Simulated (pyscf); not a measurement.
Structures and frequencies: ωB97X-D3(BJ)/def2-SVP in PySCF.

Problem. For HO–SiH•–O–SiH₃ + hydrogen (H₂) → •H₂Si–O–SiH₃ + water (H₂O), a four-centre exchange (doublet surface; O–Si, H–H broken, H–Si, H–O formed), PBE/def2-TZVP gives ΔE‡ = 191.1 kJ/mol and ΔE = +84.2 kJ/mol (zero: the separated reactants). In which direction and how far do r²SCAN/def2-TZVP, PBE0-D3(BJ)/def2-TZVP, ωB97M-D3(BJ)/def2-TZVP move these?

Solution. r²SCAN: ΔE‡ = 206.8 kJ/mol, ΔE = +93.6 kJ/mol; PBE0-D3(BJ): ΔE‡ = 203.5 kJ/mol, ΔE = +81.6 kJ/mol; ωB97M-D3(BJ): ΔE‡ = 217.4 kJ/mol, ΔE = +85.6 kJ/mol. PBE's barrier lies under all of them, by 12.4 to 26.3 kJ/mol. Its reaction energy lies among theirs. At the saddle there is also a short H–Si contact that neither side keeps. This is the saddle that the search found; another between the same sides may lie lower.
